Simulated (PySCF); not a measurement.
Molecule: `C[C@H](F)CF`, C₃H₆F₂.

Molfile (atoms numbered from 1):
```
C3H6F2
     RDKit          3D

 11 10  0  0  0  0  0  0  0  0999 V2000
    1.1629    0.3026   -0.5141 C   0  0  0  0  0  0  0  0  0  0  0  0
    0.0820   -0.5749    0.0724 C   0  0  2  0  0  0  0  0  0  0  0  0
   -0.2963   -1.5126   -0.8656 F   0  0  0  0  0  0  0  0  0  0  0  0
   -1.1394    0.2048    0.4899 C   0  0  0  0  0  0  0  0  0  0  0  0
   -2.0194   -0.5969    1.1620 F   0  0  0  0  0  0  0  0  0  0  0  0
    0.7740    0.8895   -1.3603 H   0  0  0  0  0  0  0  0  0  0  0  0
    1.5667    0.9950    0.2389 H   0  0  0  0  0  0  0  0  0  0  0  0
    1.9862   -0.3239   -0.8842 H   0  0  0  0  0  0  0  0  0  0  0  0
    0.4594   -1.1255    0.9531 H   0  0  0  0  0  0  0  0  0  0  0  0
   -1.6368    0.6145   -0.4066 H   0  0  0  0  0  0  0  0  0  0  0  0
   -0.8413    1.0419    1.1454 H   0  0  0  0  0  0  0  0  0  0  0  0
  1  2  1  0
  2  3  1  0
  2  4  1  0
  4  5  1  0
  1  6  1  0
  1  7  1  0
  1  8  1  0
  2  9  1  1
  4 10  1  0
  4 11  1  0
M  END
```

Geometry PBE0-D3(BJ)/def2-SVP throughout; GIAO in PySCF 2.14.0 with density-fitted response routines, gas phase, one conformer, non-relativistic; equivalent atoms averaged; basis pcSseg-2.

(1) How do the absolute shieldings σ depend on the functional? (ppm; last column core-seconds on shared hosts with different chips, so compare them loosely)

(2) Which nucleus moves most, in ppm?

Results:

(1) 
```tsv
functional	kind	C2	C4	C1	F3	F5	H9	H10	H11	H6/H7/H8	core-s
HF	Hartree–Fock	108.8	110.3	174.3	414.6	446.3	27.24	27.61	27.90	30.53	16
LDA	LDA	81.3	83.6	164.3	362.7	410.3	25.69	26.35	26.33	29.71	30
PBE	GGA	83.0	85.6	162.4	361.8	404.2	26.25	26.85	26.83	30.11	37
BLYP	GGA	77.3	80.4	157.3	359.9	401.6	26.47	27.04	27.02	30.26	37
BP86	GGA	83.0	85.9	162.0	364.0	405.7	26.31	26.90	26.90	30.16	37
OPBE	GGA	91.9	94.4	167.5	368.7	406.4	26.32	26.91	26.93	30.15	37
KT2	GGA	88.9	91.8	166.0	360.2	402.8	26.26	26.90	26.89	30.11	37
KT3	GGA	88.9	91.9	164.4	362.5	401.2	26.51	27.10	27.11	30.27	41
B97-D	GGA	84.4	87.4	161.6	367.4	406.1	26.50	27.07	27.09	30.29	42
B3LYP	global hybrid	84.7	87.3	161.7	374.1	413.9	26.60	27.12	27.20	30.27	38
PBE0	global hybrid	91.6	93.8	167.1	379.0	418.5	26.47	27.01	27.11	30.16	36
mPW1PW91	global hybrid	91.0	93.4	166.4	379.9	418.6	26.53	27.06	27.18	30.21	35
WP04	global hybrid	76.3	80.9	153.7	377.3	410.0	26.92	27.39	27.56	30.46	21
B97-2	global hybrid	91.6	94.2	166.2	379.0	416.7	26.60	27.13	27.22	30.26	18
BHandHLYP	global hybrid	94.1	96.3	166.9	390.8	428.1	26.80	27.27	27.43	30.31	19
CAM-B3LYP	range-separated hybrid	88.3	90.6	164.9	381.2	421.6	26.55	27.04	27.14	30.19	27
wB97X-D	range-separated hybrid	91.8	94.2	166.8	383.0	421.7	26.64	27.13	27.25	30.25	30
LC-wPBE	range-separated hybrid	95.1	96.9	170.4	390.3	428.6	26.57	27.03	27.16	30.20	34
```

(2) F3 (fluorine on an sp3 carbon): from 359.9 ppm with BLYP to 414.6 ppm with HF. The smallest spread is 0.81 ppm, at H6/H7/H8. Proton shifts span only some 12 ppm, so a few tenths of a ppm matter as much there as several ppm in carbon.
